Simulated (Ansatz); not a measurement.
## TaAl$_{3}$ (I4/mmm)

Computed with DFT r2SCAN, scalar-relativistic, plane waves, PAW in Ansatz.

Settings: cutoff 500 eV, Γ-centred mesh 16×16×16 on the computed 4-atom cell, Gaussian smearing of 0.10 eV; no spin polarisation.

The structure is relaxed at this level of theory with its symmetry kept.

```cif
data_structure
_symmetry_space_group_name_H-M 'P 1'
_symmetry_Int_Tables_number 1
_cell_length_a 5.0436
_cell_length_b 5.0436
_cell_length_c 5.0436
_cell_angle_alpha 135.297
_cell_angle_beta 135.297
_cell_angle_gamma 65.069
_cell_volume 62.57
loop_
_atom_site_label
_atom_site_type_symbol
_atom_site_fract_x
_atom_site_fract_y
_atom_site_fract_z
_atom_site_occupancy
Ta1 Ta 0.50000 0.50000 0.00000 1
Al1 Al 0.00000 0.00000 0.00000 1
Al2 Al 0.75000 0.25000 0.50000 1
Al3 Al 0.25000 0.75000 0.50000 1
```

| Item | Value |
| --- | --- |
| Space group | I4/mmm (No. 139) |
| Volume per atom | 15.64 Å³ |
| Formation energy from the elements' standard states (uncorrected) | -0.368 eV/atom |
| Generalised Kohn–Sham band gap | none (metal) |
| Density of states at the Fermi level | 0.58 states/eV per cell |
| Löwdin character within 0.5 eV of the Fermi level | Ta 5d 69 %, Al 3p 22 % |
| Bulk modulus | 143 GPa |
| Its pressure derivative | 4.0 |
| Bader charges (e) | Ta (1 in the cell) -1.25, Al (1 in the cell) 0.44, Al (2 in the cell) 0.40 |

Spin-orbit coupling is left out, which matters for the bands of heavy elements.